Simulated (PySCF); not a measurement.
# Computed data sheet: `N#CCC1=CC1`

Species: C5H5N.
Numbering: `[N:1]#[C:2][CH2:3][C:4]1=[CH:5][CH2:6]1` (hydrogens: H7, H8 on C3; H9 on C5; H10, H11 on C6)

Geometry (PBE0-D3(BJ)/def2-SVP, Å), atoms numbered from 1 in this order:
```
atom  x, y, z in Å
N1     2.9430    1.4989   -0.3650
C2     2.1691    0.6532   -0.2128
C3     1.1848   -0.4076   -0.0200
C4    -0.2066    0.0877    0.0234
C5    -1.0740    1.0492   -0.0242
C6    -1.6339   -0.3326    0.1752
H7     1.4189   -0.9490    0.9134
H8     1.2933   -1.1505   -0.8296
H9    -1.3048    2.1053   -0.1300
H10   -2.1463   -0.8415   -0.6576
H11   -2.0147   -0.6326    1.1653
```

Some functional groups and rings: nitrile, C=C double bond and cyclopropene ring.

From PBE0-D3(BJ)/def2-SVP geometry optimisation, gas phase (PySCF):

| Item | Value |
| --- | --- |
| Point group | Cs |
| Rotational constants A, B, C | 12.364, 2.045, 1.795 GHz |

**PBE0/def2-SVPD ground state, ΔSCF and vertical TDDFT (core frozen in the response) (PySCF)**

| Item | Value |
| --- | --- |
| Dipole moment | 3.43 D |
| HOMO energy | -7.52 eV |
| LUMO energy | -0.25 eV |
| HOMO–LUMO gap | 7.27 eV |
| Lowest singlet excitation | 6.44 eV (193 nm, f = 0.117) |
| Strongest line among the 10 lowest singlet transitions | S1 at 6.44 eV (193 nm, f = 0.117) |
| Lowest triplet excitation (Tamm–Dancoff) | 4.10 eV |
| Static isotropic polarisability | 59.9 au |
| Vertical ionisation energy | 9.71 eV |
| Electronic spatial extent ⟨r²⟩ about the centre of nuclear charge | 648 bohr² |

PBE0/pcSseg-1 ground state and GIAO shieldings, non-relativistic (PySCF):

| Quantity | Value |
| --- | --- |
| Lowest Hirshfeld atomic charge | -0.22 e on N1 |
| Highest Hirshfeld atomic charge | +0.09 e on C2 |
| 13C chemical shifts (computed TMS as zero) by class | 120.8 (C2), 120.8 (C4), 113.3 (C5), 18.6 (C3), 11.9 (C6) ppm |
| 1H chemical shifts (computed TMS as zero) by class | 7.17 (H9), 3.27 (H7/H8), 1.33 (H10/H11) ppm |
| Isotropic shieldings of nuclei other than C and H, by class | -42 (N1) ppm |
| Mayer bond orders between heavy atoms | N1–C2 3.06, C2–C3 1.00, C3–C4 1.01, C4–C5 1.71, C5–C6 0.94, C6–C4 0.93 |

B3LYP/pcJ-1 indirect spin-spin coupling, non-relativistic, gas phase; spin–dipole term left out for some pairs (PySCF):

| Property | Result |
| --- | --- |
| Largest of the computed one-bond spin–spin couplings (means over like bonds) | 13C–1H +245.5 (C5–H9), 13C–1H +174.8 (C6–H10 and 1 like it), 13C–1H +141.7 (C3–H7 and 1 like it), 13C–13C +69.9 (C4–C5), 13C–13C +68.2 (C2–C3), 13C–13C +64.2 (C3–C4), 15N–13C -18.6 (N1–C2), 13C–13C +12.8 (C5–C6) Hz |

Monoisotopic mass from the formula: 79.0422 u.

The largest Löwdin shares of the HOMO are 0.30 on C5, 0.28 on C4 and 0.18 on C6. The principal polarisabilities are 43.9, 59.1 and 76.7 au; their mean is the isotropic value. The 10 singlets span 6.44 to 7.99 eV, and their oscillator strengths add up to 0.17. The vertical singlet–triplet gap S1 − T1 is 2.34 eV (TDDFT singlet less Tamm–Dancoff triplet; S1: HOMO→LUMO, weight 0.95; T1: HOMO→LUMO, weight 0.95).

One conformer stands for the species.
